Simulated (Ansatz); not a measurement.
Basis-set extrapolation for `[NH4+]` (PBE0-D4/def2-TZVP geometry, frozen core, Ansatz). Multiplicity 1, RHF reference.

```json
{"": "HF", "cc-pV(T+d)Z": "-56.564091", "cc-pV(Q+d)Z": "-56.567964"}
{"": "MP2 correlation", "cc-pV(T+d)Z": "-0.229384", "cc-pV(Q+d)Z": "-0.244242"}
{"": "CCSD(T) correlation", "cc-pV(T+d)Z": "-0.251232", "cc-pV(Q+d)Z": "-0.264394"}
```

Energies in hartree. Use E(X) = E(∞) + A·exp(−5.46·√X) for Hartree–Fock and E(X) = E(∞) + B·X^(−3.05) for correlation, with X = 3 and 4.

Question: What is the CCSD(T) energy at the basis-set limit?

Answer: HF limit: -56.567964 + (-0.003873) × 0.30130 = -56.56913. Correlation limit: -0.264394 + (-0.013162) × 0.71189 = -0.27376. Total: -56.84289 hartree, 72.4 kJ/mol below CCSD(T)/cc-pV(T+d)Z.
